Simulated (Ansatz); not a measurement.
A calculation with Ansatz (development build ahead of 0.2.0).

```yaml
crystal:
  periodic: [false, false, false]
  atoms:
    - { symbol: O, position_ang: [0.0, 0.0, -0.71339] }
    - { symbol: O, position_ang: [0.0, 0.0, 0.71339] }
basis:
  gaussian: { orbitals: def2-SVP }
total_charge: -1
magnetization:
  initial_magnetization: 1
hamiltonian:
  xc: hf
correlation:
  method: mp2
  frozen_orbitals: { O: 1 }
```

The input is written out in the form of the current development build from the run's settings. Correlation on restricted open-shell orbitals is semicanonical, with singles.

The run gave:

| Quantity | Value |
| --- | --- |
| Converged | yes |
| Reference energy | -149.41693 hartree |
| Correlation energy | -0.35493 hartree |
| Total energy | -149.77186 hartree |
| Spin squared of the determinant | 0.750 |
| Stability test | minimum among restricted orbitals |

Messages of the program:
```
mean field -4065.84176665 eV, -149.4169289977 hartree, gradient 7.7e-6 eV, S^2 0.750000; 5 other ends of a descent, 0 dependent functions left out
```

Caution: no diffuse functions for an anion; the determinant may break the point group.
